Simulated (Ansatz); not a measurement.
## How far each method lies from UCCSDT(Q) for H$_{3}$C–S, quartet

Geometry: that of the H3C–S, doublet, kept fixed. The doublet lies 5.8 eV lower here.

```xyz
5

C    -0.0073    0.0000    1.1891
S    -0.0002    0.0000   -0.5928
H     1.0435    0.0000    1.5020
H    -0.4747    0.8983    1.5939
H    -0.4747   -0.8983    1.5939
```

Basis cc-pVDZ; Ansatz 0.2.0. Correlated methods freeze the noble-gas cores, which leaves 13 electrons in 41 orbitals. R marks a restricted (for open shells ROHF) determinant, U an unrestricted one. Active spaces: valence = (13e, 11o) chosen from the atoms' valence shells.

Full CI isn't at hand for all of this; UCCSDT(Q) serves as the reference, and is uncertain by about the last step of the cluster series. The frozen core follows each run's orbitals, which can shift R against U totals by a few meV.

For open shells CISD is restricted-active-space CI with the open shells as a complete middle space.

* UHF ⟨S²⟩: 3.758
* T1 diagnostic (RCCSD): 0.0219
* largest doubles amplitude (RCCSD): 0.034
* T1 diagnostic (UCCSD): 0.0200

```csv
level,E − E(UCCSDT(Q)) (kcal/mol),share of correlation (%),wall time
RHF,184.45,0.00,–
UHF,181.78,1.45,–
RMP2,26.54,85.61,–
UMP2,27.51,85.09,–
CISD,19.56,89.40,13 s
RCCSD,5.52,97.01,–
UCCSD,5.45,97.04,–
RCCSD(T),0.85,99.54,6 s
UCCSD(T),0.85,99.54,6 s
BCCD(T),0.82,99.56,3.2 s
RCCSDT,0.31,99.83,–
UCCSDT,0.30,99.84,–
RCCSDT(Q),0.02,99.99,51 s
CASSCF (valence space),145.14,21.31,–
NEVPT2 (valence space),32.71,82.27,8.5 s
MRCISD (valence space),13.25,92.82,–
MRCISD+Q (valence space),1.62,99.12,16 s
```

The correlation energy at UCCSDT(Q), counted from RHF, is -7.999 eV. That run took 43 s on 1 thread of Arm Neoverse V1, shared host.

Times hold each run's SCF and search for its determinant on a shared host, so for small cases they say little of a method's own cost; they ran on 1 thread of Arm Neoverse V1. Some runs computed forces too.

Natural occupations of CASSCF (valence space) about the gap: 1.978 1.977 1.002 1.002 1.002 0.022 0.021 0.021; effectively unpaired electrons, Σ n²(2−n)², 3.01.
